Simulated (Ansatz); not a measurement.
A calculation with Ansatz (development build ahead of 0.2.0).

```yaml
crystal:
  periodic: [false, false, false]
  atoms:
    - { symbol: H, position_ang: [0.0, 0.0, -0.54767] }
    - { symbol: F, position_ang: [0.0, 0.0, 0.54767] }
basis:
  gaussian: { orbitals: def2-SVP }
total_charge: 1
magnetization:
  initial_magnetization: 1
hamiltonian:
  xc: hf
correlation:
  method: ccsd_t
  frozen_orbitals: { F: 1, H: 0 }
scf:
  omitted_lower_state_checks: [starts, atomic_configurations, cluster_reference, orbital_swaps, given_window_search, neighbouring_geometries, increment]
```

The input is written out in the form of the current development build from the run's settings. Correlation on restricted open-shell orbitals is semicanonical, with singles.

Results

```yaml
Converged: yes
Reference_energy: -99.40119 hartree
Correlation_energy: -0.16748 hartree
Total_energy: -99.56867 hartree
Stability_test: minimum among restricted orbitals
```
